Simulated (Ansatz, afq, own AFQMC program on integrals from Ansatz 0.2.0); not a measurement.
Co⁺, quintet in def2-SVP, levels against full CI

A free Co cation.

Basis def2-SVP. Only valence electrons are correlated. AFQMC by an in-house program on the Cholesky factors that Ansatz 0.2.0 writes for its CCSD(T) run. ph-AFQMC/CISD is guided by a CISD state made of CCSD amplitudes; releasing the constraint for a short imaginary time cuts its bias at the price of noise, slowly where states lie close. Uncertainties: one standard error, sampling alone. The metal's outer-core s and p shells are frozen, which shifts wave-function levels against functionals.

Determinant: UHF, the one that the program's search chose, which needn't be the lowest solution.

Full CI on the same integrals is exact in this basis and with this determinant's frozen core.

Cautions: no relativity below Rb; outer-core shells of the metal frozen; the ph-AFQMC/HF walk drifts between its halves (2.3 errors).

The T1 diagnostic is 0.0061. The weight of the determinant in the CISD state is 0.976. The ⟨S²⟩ of the determinant is 6.002. The size of the correlated space is 8 electrons in 22 orbitals.

```
  level  correlation energy (eV)
    MP2                  -3.1397
   CCSD                  -3.2060
CCSD(T)                  -3.2711
```

(1) Estimate where phaseless AFQMC with a CISD trial lies against CCSD(T) on the same integrals.

(1) 0.7 ± 0.3 kJ/mol above CCSD(T).

Reference: full CI, correlation energy -3.267 eV. The released energy is read at 2.40 1/Eh (meV from the phaseless value at times in 1/Eh: -4 ± 3 at 0.24, -5 ± 4 at 0.51, -3 ± 4 at 0.99, -4 ± 4 at 1.62, 1 ± 6 at 2.40).

```json
{"level": "CCSD(T)", "E − E(reference) (kJ/mol)": "-0.4", "share of correlation (%)": "100.12"}
{"level": "CCSDT", "E − E(reference) (kJ/mol)": "-0.5", "share of correlation (%)": "100.17"}
{"level": "CCSDT(Q)", "E − E(reference) (kJ/mol)": "0.0", "share of correlation (%)": "99.99"}
{"level": "ph-AFQMC/HF", "E − E(reference) (kJ/mol)": "7.5 ± 1.8", "share of correlation (%)": "97.61"}
{"level": "ph-AFQMC/CISD", "E − E(reference) (kJ/mol)": "0.3 ± 0.3", "share of correlation (%)": "99.89"}
{"level": "released AFQMC", "E − E(reference) (kJ/mol)": "0.4 ± 0.6", "share of correlation (%)": "99.86"}
```

CCSDT and higher add their correlation energy to the determinant of the CCSD(T) run, since their own runs factorise the integrals more tightly (a shift of under 2 meV). A walk keeps the symmetry of its determinant, which the program's search chose and which needn't be the lowest solution, so a lower state of the same spin and another symmetry isn't excluded. Released energies are given only where the last usable release times agree within the noise; a slower fall can still hide under it.
